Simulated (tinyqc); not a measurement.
The integration grid: Kohn-Sham R2SCAN on finer and finer grids in the sto-6g basis, for H2O+, spin multiplicity 2. Computed by the program tinyqc with PySCF. Self-consistent on each grid; the net force on the molecule should vanish.

Geometry (angstrom):
```
atom,x,y,z
O,0.0000,0.0000,0.0000
H,0.0000,0.8950,0.6230
H,0.0000,-0.8790,0.6120
```

Kohn-Sham energy on Becke grids (radial x angular points per atom):
```
grid,points,residual of the electron count,E (hartree),E - finest (mhartree),largest net force without grid terms (hartree/bohr)
10 x 14,416,1.33e-02,-75.70769,-37.88807,3.61e-02
15 x 26,1164,6.58e-03,-75.66805,1.74829,1.87e-02
20 x 50,2998,-1.45e-04,-75.67621,-6.41611,3.52e-02
30 x 86,7729,1.71e-04,-75.66882,0.97739,2.30e-02
50 x 194,29088,-1.12e-06,-75.66971,0.09210,5.16e-03
75 x 302,67856,1.18e-07,-75.66978,0.01583,1.87e-03
120 x 590,212195,-5.67e-09,-75.66980,0.00000,9.49e-05
```

What does the comparison show, and why?

The energy is within 0.1 mhartree of the finest grid first at 50 x 194. The error has both signs, since quadrature is not variational. The electron count and the net force are cheap signs of a poor grid.
